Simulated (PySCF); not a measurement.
# CH5B (BH2Me) at 6 levels

Aim: a comparison of 6 runs (PBE0/STO-3G, r2SCAN/STO-3G, wB97X-V/STO-3G, UMP2/STO-3G, CCSDTQ/STO-3G, UCCSD(T)/STO-3G) of CH5B (BH2Me). Input form: a Python script.

The calculation is run with PySCF 2.14.0.

1 further run of the same task is left out (set aside as unsound or not needed).

### Step 1. The structure to begin with

CH5B: 7 atoms, total charge 0, spin state singlet. As SMILES, `[H]B([H])C`. One bond was lengthened or shortened from a relaxed shape.

Bond lengths: B1–C4 1.878 Å, B1–H2 1.170 Å, B1–H3 1.170 Å, C4–H5 1.093 Å, C4–H6 1.087 Å, C4–H7 1.088 Å. Angles: B1–C4–H5 107.0°, B1–C4–H6 114.5°, B1–C4–H7 113.9°, H2–B1–C4 120.0°, H3–B1–C4 120.6°, H5–C4–H6 106.4°, H5–C4–H7 105.8°, H6–C4–H7 108.6°, H2–B1–H3 119.4°.

### Step 2. A single-point energy at PBE0/STO-3G (run 1)

input.py reads:

```python
from pyscf import gto, dft

mol = gto.Mole()
mol.atom = '''
B      1.136217     1.988273    -0.000818
H      3.347385     1.990579     0.004341
H      0.050531     3.910125    -0.128658
C     -0.637140    -1.084646     0.075060
H     -0.766473    -1.756274    -1.872983
H     -2.566796    -0.937795     0.766284
H      0.323049    -2.573637     1.118812
'''
mol.unit = 'bohr'
mol.basis = 'sto-3g'
mol.charge = 0
mol.verbose = 3
mol.max_memory = 1860
mol.build()

myscf = dft.RKS(mol)
myscf.xc = 'pbe0'
myscf.grids.level = 5
myscf.conv_tol = 1e-10
myscf.kernel()
if not myscf.converged:
    myscf = myscf.newton().run(myscf.mo_coeff, myscf.mo_occ)

e_tot = myscf.e_tot
print('Final energy', e_tot)
```

Run with:

```bash
OMP_NUM_THREADS=1 python input.py
```

Log:

```text
converged SCF energy = -65.0265027180121
Final energy -65.02650271801213
```

Wall time 2.3 s (1 thread of Arm Neoverse V1, shared host); peak memory 0.19 GiB.

### Step 3. The energy at r2SCAN/STO-3G (run 2)

run.py reads:

```python
from pyscf import gto, dft

mol = gto.M(
    atom='''
B    0.601260   1.052149  -0.000433
H    1.771360   1.053369   0.002297
H    0.026740   2.069149  -0.068083
C   -0.337160  -0.573970   0.039720
H   -0.405600  -0.929380  -0.991140
H   -1.358290  -0.496260   0.405500
H    0.170950  -1.361910   0.592050
''',
    max_memory=1860,
    verbose=3,
    basis='sto-3g',
    spin=0,
)

myscf = dft.RKS(mol)
myscf.xc = 'r2scan'
myscf.conv_tol = 1e-10
myscf.grids.level = 5
myscf.kernel()
if not myscf.converged:
    myscf = myscf.newton().run(myscf.mo_coeff, myscf.mo_occ)

energy = myscf.e_tot
print('E = %.10f Eh' % energy)
```

Run with:

```bash
OMP_NUM_THREADS=1 python run.py
```

Log:

```text
converged SCF energy = -65.0677170616308
E = -65.0677170616 Eh
```

It took 3.3 s on 1 thread of Arm Neoverse V1, shared host; peak memory 0.19 GiB.

### Step 4. A single-point energy at wB97X-V/STO-3G (run 3)

geometry.xyz reads:

```xyz
7
CH5B
B      0.601260     1.052149    -0.000433
H      1.771360     1.053369     0.002297
H      0.026740     2.069149    -0.068083
C     -0.337160    -0.573970     0.039720
H     -0.405600    -0.929380    -0.991140
H     -1.358290    -0.496260     0.405500
H      0.170950    -1.361910     0.592050
```

calc.py reads:

```python
from pyscf import gto, dft

mol = gto.M(
    atom='geometry.xyz',
    basis='sto-3g',
    max_memory=1860,
    verbose=4,
)

myscf = dft.RKS(mol, xc='wb97x-v')
myscf.nlcgrids.level = 1
myscf.conv_tol = 1e-10
myscf.grids.level = 5
myscf.kernel()
if not myscf.converged:
    myscf = myscf.newton().run(myscf.mo_coeff, myscf.mo_occ)

e_tot = myscf.e_tot
print(f'total energy: {e_tot:.8f} hartree')
```

Run with:

```bash
OMP_NUM_THREADS=1 python calc.py
```

Log:

```text
PySCF version 2.14.0

[... 82 lines left out ...]
converged SCF energy = -65.1027885277375
total energy: -65.10278853 hartree
```

Wall time 20 s (1 thread of Arm Neoverse V1, shared host); peak memory 0.19 GiB.

Runs 4 to 5 aren't shown in full; the table further down has their settings and results.

### Step 5. The energy at UCCSD(T)/STO-3G (run 6)

job.py reads:

```python
from pyscf import gto, scf, cc

mol = gto.Mole()
mol.atom = '''
B        0.601260       1.052149      -0.000433
H        1.771360       1.053369       0.002297
H        0.026740       2.069149      -0.068083
C       -0.337160      -0.573970       0.039720
H       -0.405600      -0.929380      -0.991140
H       -1.358290      -0.496260       0.405500
H        0.170950      -1.361910       0.592050
'''
mol.max_memory = 1860
mol.verbose = 3
mol.basis = 'sto-3g'
mol.spin = 0
mol.build()

mf = scf.UHF(mol)
mf.conv_tol = 1e-10
mf.kernel()
if not mf.converged:
    mf = mf.newton().run(mf.mo_coeff, mf.mo_occ)
for _ in range(3):
    mo, _, stable, _ = mf.stability(return_status=True)
    if stable:
        break
    mf.kernel(mf.make_rdm1(mo, mf.mo_occ))

mycc = cc.CCSD(mf, frozen=2)
mycc.kernel()
e_t = mycc.ccsd_t()
e_final = mycc.e_tot + e_t
print(f'total energy: {e_final:.8f} hartree')
```

Run with:

```bash
OMP_NUM_THREADS=1 python job.py
```

Log:

```text
converged SCF energy = -64.6269185861902  <S^2> = 1.6164847e-13  2S+1 = 1
<class 'pyscf.scf.uhf.UHF'> wavefunction is stable in the internal stability analysis
E(UCCSD) = -64.75286274975217  E_corr = -0.1259441635619462
UCCSD(T) correction = -0.000721755205113038
total energy: -64.75358450 hartree
```

Wall time 0.9 s (1 thread of Arm Neoverse V1, shared host); peak memory 0.12 GiB.

### Step 6. All runs side by side

| run | level | nlc grid | integration grid | energy (Eh) | dipole moment (D) of the reference | HOMO energy (eV) | LUMO energy (eV) | wall time |
| --- | --- | --- | --- | --- | --- | --- | --- | --- |
| 1 | PBE0/STO-3G | – | 5 | -65.026503 | 0.07 | -7.10 | 1.25 | 2.3 s |
| 2 | r2SCAN/STO-3G | – | 5 | -65.067717 | 0.08 | -6.05 | 0.47 | 3.3 s |
| 3 | wB97X-V/STO-3G | 1 | 5 | -65.102789 | 0.06 | -9.59 | 3.95 | 20 s |
| 4 | UMP2/STO-3G | – | – | -64.718115 | 0.13 | -10.29 | 6.63 | 0.78 s |
| 5 | CCSDTQ/STO-3G | – | – | -64.753985 | 0.13 | -10.29 | 6.63 | 31 s |
| 6 | UCCSD(T)/STO-3G | – | – | -64.753585 | 0.13 | -10.29 | 6.63 | 0.9 s |

### Step 7. Results

| quantity | value |
| --- | --- |
| run 6: total energy | -64.75358 Eh |
| run 6: dipole moment (Hartree–Fock density) | 0.13 D |
| run 6: HOMO energy (Hartree–Fock orbitals) | -10.29 eV |
| run 6: LUMO energy (Hartree–Fock orbitals) | 6.63 eV |
| run 6: HOMO–LUMO gap (Hartree–Fock orbitals) | 16.92 eV |
| run 6: correlation energy (2 core orbitals frozen) | -126.7 mEh |
| run 6: (T) correction | -0.72 mEh |
| run 6: T1 diagnostic | 0.004 |

Over runs 1, 2, 3 the dipole moment (its size) runs from 0.06 D (wB97X-V/STO-3G) to 0.08 D (r2SCAN/STO-3G). Over runs 1, 2, 3 the HOMO–LUMO gap runs from 6.52 eV (r2SCAN/STO-3G) to 13.54 eV (wB97X-V/STO-3G). Totals of different functionals can't be ranked against each other. In runs 1, 2, 3, 4, 5, 6 the basis is minimal, so the values are rough. All runs together took 58 s, the longest 31 s.
